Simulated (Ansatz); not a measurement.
Rock-salt GdN, treated with PBEsol in Ansatz (plane waves, PAW).

Settings: plane-wave cutoff 520 eV, 12×12×12 k mesh, Fermi–Dirac smearing 0.01 eV, spin-polarised with parallel moments, scalar-relativistic PAW data made under PBE.

The cell has the measured lattice: a = b = c = 4.9740 Å, α = β = γ = 90.00°.

Predict the magnetic moment (largest site, within a sphere).


magnetic moment (largest site, within a sphere): 6.86 μB

The run finds no gap.

Note: the 4f shell is treated without U or exact exchange, so its levels and filling can be wrong; cell and atoms aren't relaxed at this level (pressure -4.7 GPa).

Moments are spin moments.

Spin–orbit coupling is not included; it can open a gap where bands touch, and shift volumes and moduli.

Ansatz is a first-principles code.
